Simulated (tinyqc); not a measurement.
Worked calculation: FCI on RHF in the sto-6g basis, frozen core, for HF, spin multiplicity 1. One step of it, computed by the program tinyqc.

Question. Orthogonalisation. S = U s U^T; symmetric (Loewdin) form X = U s^(-1/2) U^T, so that X^T S X = 1.

overlap S:
```
           1F 1s     1F 2s    1F 2px    1F 2py    1F 2pz     2H 1s
1F 1s   1.000000  0.232479  0.000000  0.000000  0.000000  0.045976
1F 2s   0.232479  1.000000  0.000000  0.000000  0.000000  0.424112
1F 2px  0.000000  0.000000  1.000000  0.000000  0.000000  0.000000
1F 2py  0.000000  0.000000  0.000000  1.000000  0.000000  0.000000
1F 2pz  0.000000  0.000000  0.000000  0.000000  1.000000  0.333369
2H 1s   0.045976  0.424112  0.000000  0.000000  0.333369  1.000000
```

Give: eigenvalues of S; X.

Answer.

eigenvalues of S: 0.4417  0.8492  1.0000  1.0000  1.1215  1.5875

X:
```
          1F 1s    1F 2s  1F 2px  1F 2py   1F 2pz    2H 1s
1F 1s    1.0220  -0.1286  0.0000  0.0000  -0.0064   0.0199
1F 2s   -0.1286   1.1112  0.0000  0.0000   0.0694  -0.2673
1F 2px   0.0000   0.0000  1.0000  0.0000   0.0000   0.0000
1F 2py   0.0000   0.0000  0.0000  1.0000   0.0000   0.0000
1F 2pz  -0.0064   0.0694  0.0000  0.0000   1.0535  -0.2066
2H 1s    0.0199  -0.2673  0.0000  0.0000  -0.2066   1.1409
```
